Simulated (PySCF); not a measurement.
These 7 structures share the formula C4H5NO. The calculation used PBE0-D3(BJ)/def2-SVP geometry optimisation, gas phase (PySCF 2.14.0). Energies are electronic, without zero-point or thermal terms, for one conformer each. No frequencies were run at this level. Point groups hold within 0.08 Å.

Question: Order them by energy at this level, lowest first, and give relative energies in kcal/mol.
A. `[O:1]=[CH:2][NH:3][C:4]1=[CH:5][CH2:6]1` with O1–C2–N3–C4 0°, C2–N3–C4–C5 180°
B. `Cc1cnoc1`
C. `[N:1]#[C:2][CH2:3][CH2:4][CH:5]=[O:6]` with C2–C3–C4–C5 180°, C3–C4–C5–O6 0°
D. `[CH3:1][C@H:2]([C:3]#[N:4])[CH:5]=[O:6]` with C1–C2–C5–O6 -95°
E. `[O:1]=[CH:2][NH:3][CH:4]1[CH:5]=[CH:6]1` with O1–C2–N3–C4 0°, C2–N3–C4–C5 150°
F. `N#C[C@H]1CCO1`
G. `O=C(C#CC)N`

Answer: C (0.0), D (4.0), G (10.0), B (13.0), F (23.2), A (31.1), E (32.3).

As drawn, the lowest has a C≡N group, which the highest lacks; the highest has a three-membered ring, an N–H bond and a C(=O)–N unit, which the lowest lacks. Neighbours under 2.5 kcal/mol apart (O=CNC1=CC1 and O=CNC1C=C1) can change places with a better method, another conformer or zero-point energy.

| SMILES | E (Eh) | E rel (kcal/mol) | dipole (D) | point group | A, B, C (MHz) |
| --- | --- | --- | --- | --- | --- |
| N#CCCC=O | -284.84677 | 0.0 | 2.97 | Cs | 16154, 1621, 1500 |
| C[C@H](C#N)C=O | -284.84042 | 4.0 | 2.70 | C1 | 6123, 2550, 1930 |
| CC#CC(N)=O | -284.83084 | 10.0 | 4.24 | near Cs | 10709, 1751, 1519 |
| Cc1cnoc1 | -284.82612 | 13.0 | 3.33 | Cs | 9285, 3419, 2539 |
| N#C[C@H]1CCO1 | -284.80980 | 23.2 | 4.30 | C1 | 9329, 2644, 2382 |
| O=CNC1=CC1 | -284.79722 | 31.1 | 3.70 | Cs | 9395, 2608, 2070 |
| O=CNC1C=C1 | -284.79525 | 32.3 | 4.26 | Cs | 12824, 2076, 2004 |

Question: How do the relative energies change in single points at PBE0/pcSseg-1 (no added dispersion term) on the same geometries?

Answer: 
```tsv
SMILES	PBE0-D3(BJ)/def2-SVP (kcal/mol)	PBE0/pcSseg-1 (kcal/mol)	shift
N#CCCC=O	0.0	0.0	0.0
C[C@H](C#N)C=O	4.0	3.9	-0.1
CC#CC(N)=O	10.0	11.6	+1.6
Cc1cnoc1	13.0	16.0	+3.0
N#C[C@H]1CCO1	23.2	24.3	+1.1
O=CNC1=CC1	31.1	35.5	+4.4
O=CNC1C=C1	32.3	35.8	+3.5
```

Each column counts from its own lowest isomer. The order is unchanged; the largest shift is 4.4 kcal/mol.
